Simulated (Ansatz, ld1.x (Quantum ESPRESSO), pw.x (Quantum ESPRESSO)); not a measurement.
# From atom to crystal: TM potential for Be (Z = 4)

* Element: beryllium
* Generator: ld1.x (Quantum ESPRESSO) 7.5
* Type: norm-conserving Troullier–Martins (Kleinman–Bylander form)
* Functional: PBEsol
* Relativity: scalar-relativistic
* Frozen core: [He]
* Valence charge: 2
* Reference configuration: 2s2 2p0
* Partial waves: 2p (bound, empty): rc 3.80 bohr; 3d channel at 0.2 Ry: rc 3.95 bohr; 2s (bound): rc 1.80 bohr
* Local potential: the s channel
* Core correction: none

Crystal test: bcc Be in pw.x 7.5, no spin, 18³ k-points, Fermi–Dirac smearing 0.01 Ry, cutoffs 40/160 Ry. The reference is all-electron LAPW (Ansatz 0.2.0) with the same functional, mesh and smearing; V0 and B0 come from Birch–Murnaghan fits to the pressures at five volumes. Errors are pseudo minus all-electron; Δ is the rms difference of the E(V) curves that follow from these fits, minima aligned, over ±6 % about the mean V0. Mesh and smearing are coarse, so the numbers serve the comparison and aren't converged zero-temperature values; the lattice is a test structure that the element need not adopt.

| V (Å³/atom) | P all-electron (GPa) | P pseudo (GPa) |
| --- | --- | --- |
| 7.360 | 6.91 | -32.85 |
| 7.553 | 3.26 | -32.90 |
| 7.747 | 0.00 | -32.93 |
| 7.941 | -2.92 | -32.94 |
| 8.134 | -5.53 | -32.93 |

All-electron: a0 = 2.493 Å (V0 = 7.75 Å³/atom), B0 = 123.4 GPa.

Pseudopotential: mean pressure error (GPa): -33.26. The pressure does not cross zero within the volumes sampled, so no fit is given. The largest radius (3.95 bohr) exceeds half the bond length (2.04 bohr), so the spheres overlap, which is one possible source of error among others. This is a poor potential for the solid. The pseudo pressure rises with volume over part of the range, a mechanical instability.

Problem. At the middle volume, how do free energy and pressure move when the wave cutoff is lowered (ecutrho kept at four times it)?

Solution.

```tsv
cutoff (Ry)	shift of F (meV/atom)	shift of P (GPa)
18	+7.8	+0.13
24	+6.3	-0.06
32	+1.7	-0.12
```

The run at the middle volume (195 k-points, 5 iterations) took about 6.1 s on one core of a shared host (Intel(R) Xeon(R) Platinum 8488C, 96 threads, 372 GiB, load 68).
